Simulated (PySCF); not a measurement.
## CO, singlet: reading a ladder of total energies

Geometry: that of the CO, triplet, kept fixed.

```xyz
2

O     0.0000    0.0000    0.0000
C     0.0000    0.0000    1.1955
```

Basis 6-31G; PySCF 2.14.0. Only valence electrons are correlated (noble-gas cores frozen), which leaves 10 electrons in 16 orbitals. Prefix R: restricted or restricted open-shell reference.

Full CI is exact within this basis and frozen core; it isn't the basis-set limit.

RCCSD has a T1 diagnostic of 0.026 and a largest doubles amplitude of 0.09.

```csv
level,total energy (hartree)
RHF,-112.658403
RMP2,-112.881105
RCCSD,-112.874807
RCCSD(T),-112.884894
RCCSDT,-112.885398
RCCSDT(Q),-112.886355
full CI,-112.886300
```

Task: What is the correlation energy at full CI, and what share of it do RMP2 and RCCSD(T) recover?

Result: E(corr) = -112.886300 − (-112.658403) = -0.227897 hartree = -6.201 eV. RMP2: -0.222702 / -0.227897 = 97.72 %. RCCSD(T): -0.226491 / -0.227897 = 99.38 %.

Task: By how many kcal/mol does RCCSD(T) miss full CI (1 hartree = 627.509 kcal/mol), and which steps make up the rest?

Result: -112.884894 − (-112.886300) = 0.001406 hartree = 0.88 kcal/mol. Steps: RCCSDT − RCCSD(T) = -0.32, RCCSDT(Q) − RCCSDT = -0.60, full CI − RCCSDT(Q) = 0.03 kcal/mol. Differences between like states or geometries often cancel part of this.
